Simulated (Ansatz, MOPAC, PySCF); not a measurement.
**Rock-salt NaCl, lattice parameter a**

Reference value: 5.569 Å (measured, static lattice: zero-point anharmonic expansion removed; as tabulated in Mejia-Rodriguez and Trickey (2018), arXiv:1807.09216).

| level (code) | value (Å) | error (%) |
|---|---|---|
| PM3 semi-empirical Hartree-Fock (MOPAC) | 5.702 | +2.39 |
| PBE (Ansatz) | 5.696 | +2.28 |
| B3LYP (VWN-RPA form) (Ansatz) | 5.697 | +2.30 |
| Hartree–Fock (Ansatz) | 5.776 | +3.72 |
| CCSD(T) (PySCF) | 5.608 ± 0.02 | +0.70 |

Of the ranked levels CCSD(T) (+0.70 %) comes nearest. Farthest off among them: Hartree–Fock (+3.72 %). No level tried lands within 0.5 %. All 5 levels lie above the reference.

A ± on a computed value is a rough bar: the spread of its extrapolation, a floor set from checks against published values, or a statistical error. PM3 semi-empirical Hartree-Fock (MOPAC): the method was fitted mainly to molecules. PM3 semi-empirical Hartree-Fock (MOPAC): the run uses a supercell at the zone centre in place of a k mesh. Cutoffs and k meshes differ between the levels. Ansatz's density-functional and Hartree–Fock values are scalar-relativistic unless marked +SOC, with PAW data made under PBE.

Differences are worked out from the printed values.

Ansatz is a quantum-chemistry and plane-wave program.
